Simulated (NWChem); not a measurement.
Everything below was run with NWChem. System: S, charge 1, spin multiplicity 4. Its SCF solution wasn't tested for a lower state. Level: UB2PLYP/def2-TZVP, 5 core orbitals frozen.

Job file:

```
start mol
memory heap 200 mb stack 900 mb global 1100 mb
charge 1
geometry units angstroms nocenter noautoz
  S      0.000000     0.000000     0.000000
  symmetry group D2h
end
basis spherical
  * library def2-tzvp
end
dft
  xc hfexch 0.53 becke88 0.47 lyp 0.73 mp2 0.27
  dftmp2
  odft
  mult 4
  semidirect memsize 60000000 filesize 0
  iterations 100
end
mp2
  freeze core 5
end
task dft energy
```

NWChem printed:

```
             Northwest Computational Chemistry Package (NWChem) 7.3.0
             --------------------------------------------------------

                                NWChem Input Module
                                -------------------

 Scaling coordinates for geometry "geometry" by  1.889725989
 (inverse scale =  0.529177249)

                             Geometry "geometry" -> ""
                             -------------------------

 Output coordinates in angstroms (scale by  1.889725989 to convert to a.u.)

  No.       Tag          Charge          X              Y              Z
 ---- ---------------- ---------- -------------- -------------- --------------
    1 S                   16.0000     0.00000000     0.00000000     0.00000000

 Effective nuclear repulsion energy (a.u.)       0.0000000000

            Nuclear Dipole moment (a.u.)
            ----------------------------
        X                 Y               Z
 ---------------- ---------------- ----------------
     0.0000000000     0.0000000000     0.0000000000

      Symmetry information
      --------------------

 Group name             D2h
 Group number             26
 Group order               8
 No. of unique centers     1

      Symmetry unique atoms

     1


 Summary of "ao basis" -> "" (spherical)
 ------------------------------------------------------------------------------
       Tag                 Description            Shells   Functions and Types
 ---------------- ------------------------------  ------  ---------------------
 *                         def2-tzvp                  on all atoms

  dft_input: which_mp2 not specified, using semidirect MP2 by default.

                                 NWChem DFT Module
                                 -----------------

 Summary of "ao basis" -> "ao basis" (spherical)
 ------------------------------------------------------------------------------
       Tag                 Description            Shells   Functions and Types
 ---------------- ------------------------------  ------  ---------------------
 S                         def2-tzvp                13       37   5s5p2d1f
[...]
 overlap   1.000  1.000  1.000  1.000  1.000  1.000  1.000

     --------------------------
     Expectation value of S2:
     --------------------------
      <S2> =      3.7505 (Exact =     3.7500)

                   NWChem MP2 Semi-direct Energy/Gradient Module
                   ---------------------------------------------

  Basis functions       =     37
  Molecular orbitals    =     37
  Frozen core           =      5
  Frozen virtuals       =      0
  Active alpha occupied =      4
  Active beta occupied  =      1
  Active alpha virtual  =     28
  Active beta virtual   =     31
  Use MO symmetry       = T
  Use skeleton AO sym   = T

  AO/Fock/Back tols     =   1.0D-09  1.0D-09  1.0D-09

 GA uses MA = F    GA memory limited = T

 Available:
  local mem=  4.43D+07
 global mem=  1.44D+08
 local disk=  0.00D+00
  mp2_memr nvloc                    28
  nvloc new                    28
   1 passes of   4:        3145728                       8390                    270099.
   1 passes of   4: M     44323443           G      144176462           F      41177715.

 Semi-direct pass number   1 of   1  for UHF alpha       at        1.0s
  vrange nnbf                   703
  mp2_eaftype                    10  avail_ma_in_mb                   386
 EAF : mp2_eaftype filesize          10     135050.
  mp2_eaf for mointskh                     10
Node 0 wrote      0.6 Mb in      0.0 s     Agg I/O rate:   635.0 Mb/s
 Done moints_semi at        1.5s
  mp2_eaftype                    10  avail_ma_in_mb                   386
 EAF : mp2_eaftype filesize          10     135050.
  mp2_eaf for kh                    10
 Done maket at        1.5s
 Done multipass loop at        1.5s

 GA uses MA = F    GA memory limited = T

 Available:
  local mem=  4.43D+07
 global mem=  1.44D+08
 local disk=  0.00D+00
  mp2_memr nvloc                    31
  nvloc new                    31
   1 passes of   1:        3145728                       4342                     76493.
   1 passes of   1: M     44323443           G      144176462           F      41177715.

 Semi-direct pass number   1 of   1  for UHF beta        at        1.5s
  vrange nnbf                   703
  mp2_eaftype                    10  avail_ma_in_mb                   386
 EAF : mp2_eaftype filesize          10      38247.
  mp2_eaf for mointskh                     10
Node 0 wrote      0.2 Mb in      0.0 s     Agg I/O rate:   789.7 Mb/s
 Done moints_semi at        2.0s
  mp2_eaftype                    10  avail_ma_in_mb                   386
 EAF : mp2_eaftype filesize          10      38247.
  mp2_eaf for kh                    10
 Done maket at        2.0s
 Done multipass loop at        2.0s

          -------------------------------------------
          DFT energy                    -397.582088522723
          Unscaled MP2 energy             -0.107948784197
          Total DFT+MP2 energy          -397.611234694456
          -------------------------------------------

 -----------------------
 Performance information
 -----------------------

 Timer overhead =  1.88D-07 seconds/call

               Nr. of calls         CPU time (s)                 Wall time (s)                GFlops
             ---------------    -------------------     ------------------------------   -------------------
Name         Min   Avg   Max    Min     Avg     Max     Min     Avg     Max   Mx/calls   Min     Max     Sum
mp2: moin     2     2     2   0.91    0.91    0.91     0.91    0.91    0.91    0.46      0.0     0.0     0.0
mp2: make     2     2     2   8.08E-3 8.08E-3 8.08E-3  8.08E-3 8.08E-3 8.08E-3 4.04E-3   0.0     0.0     0.0
mp2: tota     1     1     1    1.0     1.0     1.0      1.0     1.0     1.0     1.0      0.0     0.0     0.0

 The average no. of pstat calls per process was 5.00D+00
 with a timing overhead of 9.39D-07s

 Task  times  cpu:        1.9s     wall:        1.9s

 Total times  cpu:        2.0s     wall:        2.0s
```
